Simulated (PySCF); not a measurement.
**Broadened absorption spectrum of C3H7FS**

Species: C3H7FS.
SMILES: `FCCCS`

Computed, not measured: TDDFT CAM-B3LYP/def2-SVPD, vertical, gas phase, core orbitals frozen in the response in PySCF. The structure is a single PBE0-D3(BJ)/def2-SVP conformer in the gas phase; no vibrational or solvent corrections. Torsions of this conformer, `[F:1][CH2:2][CH2:3][CH2:4][SH:5]`: F1–C2–C3–C4 -60°, C2–C3–C4–S5 -179°, H–S5–C4–C3 -66°.

Broadening: Gaussians 0.5 eV wide at half height, area fixed by f = 4.319×10⁻⁹ ∫ε dν̃. The width is an assumption, not a result. The curve ends short of the highest state used, and states not computed would add to its high-energy end.

E (eV), ε (L mol⁻¹ cm⁻¹) and a bar:
```
     4.76          1 
     4.82          2 
     4.88          4 
     4.95         11 
     5.01         23 
     5.07         42 
     5.13         73 
     5.20        124 #
     5.26        180 #
     5.32        241 #
     5.39        307 ##
     5.45        347 ##
     5.51        363 ##
     5.57        356 ##
     5.64        327 ##
     5.70        305 ##
     5.76        308 ##
     5.82        357 ##
     5.89        497 ###
     5.95        690 ####
     6.01        936 #####
     6.07       1199 #######
     6.14       1464 ########
     6.20       1599 #########
     6.26       1615 #########
     6.32       1506 ########
     6.39       1256 #######
     6.45        989 #####
     6.51        725 ####
     6.58        472 ###
     6.64        329 ##
     6.70        262 #
     6.76        267 #
     6.83        352 ##
     6.89        479 ###
     6.95        637 ####
     7.01        812 ####
     7.08       1017 ######
     7.14       1190 #######
     7.20       1361 ########
     7.26       1538 #########
     7.33       1750 ##########
     7.39       1917 ###########
     7.45       2040 ###########
     7.51       2084 ############
     7.58       2007 ###########
     7.64       1837 ##########
     7.70       1610 #########
     7.76       1388 ########
     7.83       1235 #######
     7.89       1285 #######
     7.95       1567 #########
     8.02       2239 ############
     8.08       3109 #################
     8.14       4202 #######################
     8.20       5426 ##############################
```

Question: Where are the band maxima, and which computed states make them?

Answer: 225 nm (5.52 eV), ε about 360, made up of S1 (99%); 199 nm (6.24 eV), ε about 1600, made up of S2 (100%); 165 nm (7.51 eV), ε about 2100, made up of S4 (62%) and S5 (30%) (ε in L mol⁻¹ cm⁻¹; maxima over ε = 5, shares over 10%). At its high-energy end, 8.20 eV, the curve is still rising (ε about 5400, from S6, S7 and S8). The states used: S1 5.51 eV (f 0.0066); S2 6.24 eV (f 0.030); S3 7.13 eV (f 0.015); S4 7.49 eV (f 0.024); S5 7.63 eV (f 0.014); S6 8.26 eV (f 0.039); S7 8.35 eV (f 0.020); S8 8.44 eV (f 0.067); S9 8.59 eV (f 0.048); S10 8.80 eV (f 0.094).

Question: On this curve, what absorbance would a 10⁻³ mol/L sample give at 248 nm over a 1 cm path?

Answer: 248 nm is 4.999 eV, where ε is about 20 L mol⁻¹ cm⁻¹, so A = ε c l ≈ 0.02 (Beer–Lambert, with the gas-phase spectrum and the assumed width).

Question: Coming from long wavelengths, where does ε first pass 100 L mol⁻¹ cm⁻¹?

Answer: At about 240 nm (5.17 eV), 0.34 eV below S1.

Question: What would ε be at 7.51 eV, the highest of these maxima, with half the width (0.25 eV)?

Answer: About 3340 L mol⁻¹ cm⁻¹ against 2080, a factor of about 1.6; a lone state at its own centre would give exactly 2.

The vertical ionisation energy (ΔSCF) is 9.37 eV, 0.57 eV above S10.
